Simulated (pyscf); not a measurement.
PySCF, gas phase, ωB97X-D3(BJ)/def2-SVP geometries. MP2 and CC: frozen core, UHF for open shells. ΔMP2 is the change of the MP2 total energy from the triple- to the quadruple-zeta basis.

Task: PBE/def2-TZVP puts the barrier of SiH₂ (SMILES [SiH2]) [singlet] + Cl–Cl (SMILES ClCl) → Cl–SiH₂–Cl (SMILES Cl[SiH2]Cl) (insertion; singlet surface; Cl–Cl broken, Cl–Si, Cl–Si formed) at -1.03 eV and the reaction energy at -5.96 eV, from the separated reactants. What do M06-2X/def2-TZVP, ωB97M-D3(BJ)/def2-TZVP, CCSD(T)/def2-TZVPP + ΔMP2(QZVPP) give on the same structures?

Result: M06-2X: ΔE‡ = -0.41 eV, ΔE = -6.20 eV; ωB97M-D3(BJ): ΔE‡ = -0.32 eV, ΔE = -6.13 eV; CCSD(T): ΔE‡ = -0.36 eV, ΔE = -6.17 eV. PBE's barrier lies under all of them, by 0.62 to 0.71 eV. Its reaction energy lies over all of them, by 0.16 to 0.24 eV. Low barriers are usual for a GGA, whose delocalisation error favours stretched bonds. On the reactant side the descent ends in an adduct with a Cl–Si contact, 0.47 eV under the separated species and 0.06 eV under the saddle at ωB97X-D3(BJ)/def2-TZVP. At M06-2X, ωB97M-D3(BJ)/def2-TZVP, CCSD(T) the saddle lies under the separated reactants, which points to a path from their complex (located at ωB97X-D3(BJ) alone). At PBE this geometry lies under the reactants; that is no barrier but a single point on another level's saddle; such a level's own saddle, if it has one, lies nearer that side and is low. What is counted as formed (Cl–Si) is already present as a longer contact in the reactant adduct; forming that adduct is a step of its own. This is the saddle that the search found; another between the same sides may lie lower. One closed-shell reference is unstable to symmetry breaking; treat the single-reference values with care. The CCSD(T) − MP2 part came from Ansatz, without density fitting, on the same reference. The largest closed-shell T1 diagnostic is 0.043, which may signal static correlation.
